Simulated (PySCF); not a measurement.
**H2Al–N, triplet: vertical spin and charge gaps**

Geometry (PBE0/def2-TZVP stationary point for this spin, not checked as a minimum):

| atom | x (Å) | y (Å) | z (Å) |
| --- | --- | --- | --- |
| Al | 0.0000 | 0.0000 | 0.5783 |
| N | 0.0000 | 0.0000 | -1.3042 |
| H | 0.0000 | 1.3969 | 1.3219 |
| H | 0.0000 | -1.3969 | 1.3219 |

Basis cc-pVDZ; PySCF 2.14.0. Only valence electrons are correlated (noble-gas cores frozen). Prefix R: restricted or restricted open-shell reference; prefix U: unrestricted.

Gaps are energies of the second state less the first, at fixed atoms, for a selection of the levels run; mean-field and cluster levels share one orbital occupation for each state, and full CI takes the lowest of the symmetries tried.

Removing an electron, to the quartet: 9.624 eV at RCCSDT.

| level | gap (eV) | error (meV) |
| --- | --- | --- |
| RHF | 8.638 | -986 |
| UHF | 8.679 | -945 |
| RMP2 | 9.663 | 39 |
| UMP2 | 9.630 | 6 |
| RCCSD | 9.605 | -19 |
| UCCSD | 9.604 | -20 |
| RCCSD(T) | 9.625 | 1 |
| UCCSD(T) | 9.624 | 0 |
| UCCSDT | 9.623 | -1 |
| PBE | 9.933 | 309 |
| r2SCAN | 9.873 | 249 |
| PBE0 | 10.034 | 410 |
| B3LYP | 10.117 | 493 |
| wB97M-V | 10.063 | 439 |
| B2PLYP | 9.963 | 339 |

In so small a basis the reference is far from its limit while semilocal and hybrid functionals are nearer theirs (RPA and double hybrids share part of the reference's basis error), so the functionals' errors here hold much of the reference's basis and frozen-core error, which can add to them or hide them.

Full CI isn't at hand for all of this; RCCSDT serves as the reference. It lacks quadruple excitations, which often exceed the step from CCSD(T) to CCSDT. The frozen core follows each run's orbitals, which can shift R against U totals by a few meV.
